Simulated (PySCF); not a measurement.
# CH3NO (Nitrosomethane): the cost of one run

Computed with PySCF 2.14.0 and routines of our own; the level stands in each step. Atoms count from 0.

## (1) The starting structure

6 atoms, charge 0, multiplicity 1; geometry from: GFN2-xTB.

## (2) Geometry optimisation at B3LYP/def2-TZVP

Job settings and geometry (Å):

```
{"job": {"xc": "B3LYP", "basis": "def2-TZVP", "grid": 1, "kind": "geom"}, "charge": 0, "multiplicity": 1}
C     -0.419450     0.042671     0.022199
N      0.870397    -0.586674     0.125548
O      1.831305     0.066936    -0.211709
H     -0.860599     0.013496     1.019441
H     -1.032091    -0.599293    -0.612054
H     -0.386440     1.064854    -0.364998
```

The run is started by

```bash
$ OMP_NUM_THREADS=1 python excited_run.py task.json out
```

This one command runs all jobs of the session in turn.

**Question.** How long does this first job take on 1 thread of Arm Neoverse V1, shared host, and how much memory does it need?

About 14 s, with a peak of 0.46 GiB.
